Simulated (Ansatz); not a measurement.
**Which is lower?**

Two relaxed structures of CH4NSi, doublet (PBE0-D4/def2-TZVP; forces vanish, vibrations not checked).

A:

```tsv
atom	x (Å)	y (Å)	z (Å)
C1	-0.4738	-0.1098	-0.7224
N2	-0.6603	-0.8592	0.5367
Si3	0.7376	0.1263	0.6693
H4	-0.2192	-0.7163	-1.5876
H5	-1.1904	0.6802	-0.9455
H6	-1.5500	-0.8144	1.0078
H7	0.5658	1.3448	1.5334
```

B:

```
7
angstrom
C -0.5111 -0.6190 -1.0172
N -0.3994 -0.0236 0.0434
Si 0.8495 0.1233 1.2516
H -1.3954 -0.6036 -1.6776
H 0.2712 -0.3549 2.5291
H 2.0673 -0.6604 0.9151
H 1.1814 1.5635 1.3548
```

Computed with Ansatz 0.2.0 (basis: def2-TZVPP); correlated methods freeze the cores; orbitals are unrestricted. B3LYP uses VWN-RPA correlation.

**Question.** Which structure is lower at CCSD(T), and by how much? (To be estimated.)

**Answer.** The calculation gives: B, by 43.8 kJ/mol (electronic energy, against the other). By their contacts, A is CH₄NSi ([CH2]1[NH][SiH]1) and B is CH₄NSi ([CH][N][SiH3]).

All methods give the same order:

```
   method  E(B) − E(A) (kJ/mol)
   PBE-D4                 -12.7
r2SCAN-D4                 -25.7
  PBE0-D4                 -15.3
 B3LYP-D4                 -46.3
  wB97M-V                 -35.5
       HF                 -86.7
      MP2                 -30.5
     CCSD                 -47.0
  CCSD(T)                 -43.8
```

T1 diagnostic: at most 0.023. ⟨S²⟩ of the unrestricted Hartree–Fock references: 0.76 to 0.78 (a pure state has 0.75).

Labels in which every atom is bracketed show which atoms are joined, not bond orders.

For scale, one of the runs: CCSD(T)/def2-TZVPP, 160 basis functions, launched by `ansatz run in.yaml --threads 2 --pin off --events-out ev --progress --plain --max-ram 4352MiB`. Hardware: 2 CPU threads of an Arm Neoverse V1, shared host. Wall time 60 s; peak host memory 2.7 GiB.
